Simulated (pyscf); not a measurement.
`[OH2]` + `[OH][Si][OH]` [singlet] → `[OH][Si][OH]` [singlet] + `[OH2]` (four-centre exchange; singlet surface; H–O, O–Si broken, O–Si, H–O formed). PySCF, gas phase, ωB97X-D3(BJ)/def2-SVP geometries. Correlated levels are frozen-core, on RHF or UHF. ΔMP2 is the change of the MP2 total energy from the triple- to the quadruple-zeta basis. Energies in kcal/mol from the separated reactants.

```
level                             barrier  reaction energy
--------------------------------  -------  ---------------
PBE/def2-TZVP                         5.0              0.0
PBE0-D3(BJ)/def2-TZVP                 5.9              0.0
ωB97M-D3(BJ)/def2-TZVP                  ?              0.0
HF/def2-TZVP                         23.2              0.0
MP2/def2-QZVPP                        9.8              0.0
CCSD(T)/def2-TZVPP                   11.1              0.0
CCSD(T)/def2-TZVPP + ΔMP2(QZVPP)        ?              0.0
```

Task: Fill in the missing entries.

Result: 
- ωB97M-D3(BJ)/def2-TZVP, barrier: 8.4
- CCSD(T)/def2-TZVPP + ΔMP2(QZVPP), barrier: 11.5

Of the functionals in the table, ωB97M-D3(BJ) is closest to CCSD(T)/def2-TZVPP + ΔMP2(QZVPP) in the barrier (3.1 kcal/mol apart) and PBE least close (6.5 kcal/mol); that level has limits of its own. On the reactant side the descent ends in a complex, 6.4 kcal/mol under the separated species and 14.3 kcal/mol under the saddle at ωB97X-D3(BJ)/def2-TZVP. At ωB97X-D3(BJ)/def2-TZVP the barrier from the zero used here is 7.9 kcal/mol. One saddle was located; it need not be the lowest between these sides. The CCSD(T) − MP2 part came from Ansatz, without density fitting, on the same reference.
